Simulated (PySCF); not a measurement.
Identify the unknown among the candidates.

All candidates are C4H4N2.

- UV, strongest line: among the 8 lowest singlet transitions: S4 at 5.88 eV (211 nm, f = 0.022) [TDDFT PBE0/def2-SVPD]
- Polarisability: 55.7 au [PBE0/def2-SVPD]
- Dipole: 4.17 D [PBE0/def2-SVPD]
- Triplet: lowest triplet excitation (Tamm–Dancoff): 2.63 eV [TDA PBE0/def2-SVPD]
- Rotational structure: rotational constants A, B, C: 6.343, 6.105, 3.111 GHz [GFN2-xTB]
- UV, first state: lowest singlet excitation: 3.42 eV (363 nm, f = 0.004) [TDDFT PBE0/def2-SVPD]

Electronic properties: PySCF, gas phase, density fitting. Levels stand in brackets. Geometry: GFN2-xTB; no solvent, vibrations or thermal averaging.

Task: Which candidate is it?
A. `N#CCCC#N`
B. `N#CC[C@H]1C=N1`
C. `c1ccnnc1`

Result: C. It is `c1ccnnc1`. Numbering: `[cH:1]1[cH:2][cH:3][n:4][n:5][cH:6]1`. Its formula, C4H4N2, gives 4 degrees of unsaturation: 1 ring and 3 π bonds in the structure found (Kekulé form). S1 is mainly HOMO→LUMO (weight 0.99); the largest Löwdin shares of the orbital it empties are 0.39 on each of 2 atoms of one kind (pyridine-type nitrogen) and 0.08 on each of 2 atoms of one kind (aromatic CH next to a ring nitrogen), of the orbital it fills 0.21 on each of 2 atoms of one kind (aromatic CH carbon) and 0.20 on each of 2 atoms of one kind (pyridine-type nitrogen). The optimised geometry has point group C2v and is an asymmetric top.

The others, at the same levels:
- `N#CCCC#N` fails: its computed lowest singlet excitation is 7.79 eV (159 nm, f = 0.000) (against 3.42 eV), lowest triplet excitation (Tamm–Dancoff) is 6.40 eV (against 2.63 eV) and strongest line among the 8 lowest singlet transitions is S3 at 8.12 eV (153 nm, f = 0.016) (against S4 at 5.88 eV).
- `N#CC[C@H]1C=N1` fails: its computed lowest singlet excitation is 5.03 eV (247 nm, f = 0.000) (against 3.42 eV), lowest triplet excitation (Tamm–Dancoff) is 4.23 eV (against 2.63 eV) and static isotropic polarisability is 52.4 au (against 55.7 au).

Each candidate is one conformer, not necessarily the lowest. The conformers computed, where there is a choice (atom-mapped SMILES and torsion angles):
- `[N:1]#[C:2][CH2:3][CH2:4][C:5]#[N:6]`: C2–C3–C4–C5 180°
- `[N:1]#[C:2][CH2:3][C@H:4]1[CH:5]=[N:6]1`: C2–C3–C4–C5 86°
